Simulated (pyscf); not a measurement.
Optimised with ωB97X-D3(BJ)/def2-SVP in PySCF. MP2 and CC: frozen core, UHF for open shells. ΔMP2 is the change of the MP2 total energy from the triple- to the quadruple-zeta basis.

Question: For HC≡C–NH₂ (SMILES C#CN) → H₂C=C=NH (SMILES C=C=N), a hydrogen shift (singlet surface; H–N broken, C–H formed), PBE/def2-TZVP gives ΔE‡ = 68.3 kcal/mol and ΔE = -19.0 kcal/mol (zero: the reactant's lowest minimum found). In which direction and how far do r²SCAN/def2-TZVP, ωB97M-D3(BJ)/def2-TZVP, CCSD(T)/def2-TZVPP + ΔMP2(QZVPP) move these?

Answer: r²SCAN: ΔE‡ = 72.0 kcal/mol, ΔE = -19.2 kcal/mol; ωB97M-D3(BJ): ΔE‡ = 80.7 kcal/mol, ΔE = -16.1 kcal/mol; CCSD(T): ΔE‡ = 78.9 kcal/mol, ΔE = -14.2 kcal/mol. PBE's barrier lies under all of them, by 3.7 to 12.4 kcal/mol. Its reaction energy matches one of them and lies within 4.8 kcal/mol of the others. Low barriers are usual for a GGA, whose delocalisation error favours stretched bonds. At the saddle there is also a short C–H contact that neither side keeps, so another atom assists the step. HC≡C–NH₂ lies 42.0 kcal/mol over its isomer H₃C–C≡N, and others may lie lower still (electronic energy, ωB97M-D3(BJ)). H₂C=C=NH lies 26.0 kcal/mol over its isomer H₃C–C≡N, and others may lie lower still (electronic energy, ωB97M-D3(BJ)). This is the saddle that the search found; another between the same sides may lie lower. The CCSD(T) − MP2 part came from Ansatz, without density fitting, on the same reference.
